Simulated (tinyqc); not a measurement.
Orbital energy against energy difference: ionisation energy by orbital energies and by energy differences in the 6-31g basis, for HF, spin multiplicity 1. Computed by the program tinyqc with PySCF. The cation is unrestricted; errors are against CCSD(T) in this basis, not against experiment.

Geometry (angstrom):
```
atom,x,y,z
F,0.0000,0.0000,0.0000
H,0.0000,0.0000,0.8170
```

CCSD(T) difference in the same basis = 15.7034 eV

IP-EOM-CCSD = 15.4012 eV

First vertical ionisation energy (eV):
```
method,-e(HOMO),E(cation) - E,error of -e(HOMO),error of the difference
HF,17.4279,14.686857,1.7245,-1.0165
LDA,8.5449,16.542241,-7.1585,0.8389
PBE,8.4249,16.132998,-7.2784,0.4296
B3LYP,10.5145,16.209933,-5.1889,0.5066
CAM-B3LYP,12.4696,16.201437,-3.2338,0.4981
LC-wPBE,13.8008,16.261503,-1.9025,0.5581
```

Estimate the missing row, method = PBE0.

Computed row:
```
method  -e(HOMO)  E(cation) - E  error of -e(HOMO)  error of the difference
PBE0     10.9683      16.093207            -4.7351                   0.3898
```

Koopmans errs by +1.72 eV and Delta-HF by -1.02 eV: relaxation, 2.74 eV, lowers the value and the missing correlation difference works against it. The PBE level is off by -7.3 eV through the wrong tail of its potential, though its energy difference is off by +0.43 eV; exact exchange deepens the level, and among the orbital energies HF comes closest; among the differences PBE0 does.
